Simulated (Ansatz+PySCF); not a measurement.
Two shapes of doublet CH3Cl(+).

Shape 1:

```xyz
5

C    -0.0498    0.0000   -0.1521
Cl   -0.0548    0.0000    1.5899
H    -0.4704   -0.9361   -0.5220
H     1.0453    0.0000   -0.3938
H    -0.4704    0.9361   -0.5220
```

Shape 2:

```xyz
5

C    -0.0498    0.0000   -0.1561
Cl   -0.0548    0.0000    1.6059
H    -0.4704   -0.9361   -0.5260
H     1.0453    0.0000   -0.3978
H    -0.4704    0.9361   -0.5260
```

Basis set: cc-pVTZ on H, C; cc-pV(T+d)Z on Cl (spherical functions). Correlated methods keep 6 orbitals frozen. Correlation on ROHF uses semicanonical orbitals with singles. Charge 1, multiplicity 2.

Computed with Ansatz (development build ahead of 0.2.0) and PySCF 2.14.0; each method stands on the lowest determinant of its kind that the runs found.

Question: Which shape is lower in energy, and by how much in each method?

Answer:

```csv
method,E(2) − E(1) (eV)
ROHF,-0.014
UHF,-0.014
ROHF-CCSD(T),0.001
```

Shape 2 is lower, bar methods that put the two within 0.005 eV.
